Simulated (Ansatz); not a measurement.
Basis-set extrapolation for C3H7O, SMILES `[CH2]OCC` radical (PBE0-D4/def2-TZVP geometry, frozen core, Ansatz). Multiplicity 2, UHF reference.

```csv
,def2-TZVPP,def2-QZVPP
HF,-192.559463,-192.568867
MP2 correlation,-0.733796,-0.784911
CCSD(T) correlation,-0.803760,not run
```

Energies in hartree. Use E(X) = E(∞) + A·exp(−7.88·√X) for Hartree–Fock and E(X) = E(∞) + B·X^(−2.97) for correlation, with X = 3 and 4, and add CCSD(T) minus MP2 of the smaller set to the MP2 limit.

Question: What is the CCSD(T) energy at the basis-set limit?

Answer: HF limit: -192.568867 + (-0.009404) × 0.13774 = -192.57016. MP2 limit: -0.784911 + (-0.051115) × 0.74074 = -0.82277. Higher-order term: -0.803760 − (-0.733796) = -0.06996. Total: -193.46289 hartree, 62.5 kcal/mol below CCSD(T)/def2-TZVPP.
